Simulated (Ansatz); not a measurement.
Counterpoise correction, worked out

The pair of H2O (SMILES O, atoms 1–3) and CH4O (SMILES CO, atoms 4–9), both closed shells, in one local arrangement (a lower one may exist), relaxed at PBE0-D4/def2-TZVP:

```tsv
atom	x (Å)	y (Å)	z (Å)
O1	0.3809	-0.3575	-2.2000
H2	-0.1208	-0.1042	-1.4099
H3	0.3264	0.3988	-2.7864
C4	0.2249	0.0798	1.2199
O5	-0.8449	0.2224	0.3011
H6	0.9907	0.7973	0.9275
H7	0.6621	-0.9231	1.1853
H8	-0.0919	0.3035	2.2437
H9	-1.5273	-0.4167	0.5189
```

Computed with Ansatz 0.2.0 (basis: def2-TZVPPD); correlated methods freeze the cores.

CCSD(T) total energies in eV:

| system | geometry | basis functions | energy |
| --- | --- | --- | --- |
| pair | pair | all | -5222.10378 |
| H2O | as in the pair | all (partner as ghosts) | -2077.34215 |
| CH4O | as in the pair | all (partner as ghosts) | -3144.53685 |
| H2O | as in the pair | its own | -2077.33270 |
| CH4O | as in the pair | its own | -3144.52315 |
| H2O | free (PBE0-D4 minimum) | its own | -2077.33569 |
| CH4O | free (PBE0-D4 minimum) | its own | -3144.52055 |

(1) Work out the interaction energy with and without the counterpoise correction, the superposition error, and the binding energy from the relaxed fragments.

No T1 diagnostic of these runs exceeds 0.011.

## Answers

(1) Without correction: -5222.10378 − (-2077.33270) − (-3144.52315) = -0.24793 eV.
With correction (each fragment in the whole basis): -5222.10378 − (-2077.34215) − (-3144.53685) = -0.22478 eV = -5.18 kcal/mol.
The superposition error is the difference, 0.02315 eV, 9 % of the uncorrected value: each fragment borrows its partner's functions.
Deformation from the free shapes: 0.00299 eV for H2O and -0.00260 eV for CH4O (a small negative value is possible, since the free shapes are minima of another method).
Binding energy from relaxed fragments: -0.22478 + 0.00299 + (-0.00260) = -0.22439 eV = -5.17 kcal/mol (electronic, without zero-point energy; negative means bound). For comparison, the corrected interaction energy by CCSD(T) at an estimated basis limit (MP2 extrapolated from triple and quadruple zeta, plus CCSD(T) − MP2 in triple zeta) is -0.243 eV; triple zeta with the correction binds less.

For scale, one of the runs: CCSD(T)/def2-TZVPPD, 219 basis functions, launched by `ansatz run in.yaml --threads 4 --pin off --events-out ev --progress --plain --max-ram 9574MiB`. Time: 23 s of wall clock on 4 CPU threads of an INTEL XEON PLATINUM 8581C; the host was shared. Peak host memory: 3.5 GiB.
